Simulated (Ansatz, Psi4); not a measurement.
# Worked example: the enthalpy of formation of C3H6S3 (1,3,5-trithiane)

C3H6S3 has 12 atoms, charge 0, and is taken as a singlet. SMILES: `C1SCSCS1`. The shape is that of a PBE0-D4/def2-TZVP optimisation. This is one conformer, not always the lowest.

Total energies at MP2/6-31G* (spherical functions), 18 core orbitals frozen (Psi4 1.11); the atoms run unrestricted:

```tsv
species	state	energy (Eh)
C3H6S3	singlet	-1310.362084
C	triplet	-37.731440
S	triplet	-397.550922
H	doublet	-0.498233
```

Harmonic wavenumbers at PBE0-D4/def2-TZVP, in cm⁻¹: 182, 183, 282, 282, 294, 400, 673, 685, 685, 759, 759, 772, 792, 792, 919, 1109, 1184, 1193, 1193, 1242, 1242, 1411, 1412, 1426, 3050, 3058, 3058, 3141, 3142, 3142.

Measured heats of formation of the gaseous atoms at 298.15 K, in kJ/mol: C 716.9, S 277.0, H 218.0. Spin-orbit lowering of the atoms at 298 K (mean of the ground term's levels less their thermal mean, from spectra), in kJ/mol: C 0.02, S 1.88. Take 1 Eh = 2625.50 kJ/mol, 1 cm⁻¹ = 0.0119627 kJ/mol, RT = 2.479 kJ/mol.

Question: Work out the heat of formation of the gas at 298 K.

Answer: 
1. Electronic atomisation energy: 3 × (-37.731440) + 3 × (-397.550922) + 6 × (-0.498233) − (-1310.362084) = 1.525600 Eh = 4005.5 kJ/mol.
2. Zero-point energy: half the sum of the wavenumbers, 19231 cm⁻¹ = 230.1 kJ/mol.
3. Thermal vibrational enthalpy, Σ hcν̃/(exp(hcν̃/kT) − 1): 9.9 kJ/mol. Translation, rotation and pV of a non-linear molecule: 4 RT = 9.9 kJ/mol.
4. The 12 free atoms carry 5/2 RT each: 74.4 kJ/mol.
5. Spin-orbit coupling lowers the free atoms by 3 × 0.02 + 3 × 1.88 = 5.7 kJ/mol.
6. Atomisation enthalpy at 298 K: 4005.5 − 5.7 − 230.1 − 9.9 − 9.9 + 74.4 = 3824.3 kJ/mol.
7. Sum of the atoms' heats of formation: 4289.7 kJ/mol. Heat of formation: 4289.7 − 3824.3 = +465.4 kJ/mol.

The tabulated value is +80.0 kJ/mol (CRC Handbook of Chemistry and Physics), so this level is off by +385.4 kJ/mol, or 9.2 % of the atomisation enthalpy that the table implies (4209.6 kJ/mol). Perturbation theory converges slowly with the basis for atomisation. A double-zeta basis underbinds. Anharmonicity and any spin-orbit splitting of the molecule are left out, and so is core correlation.
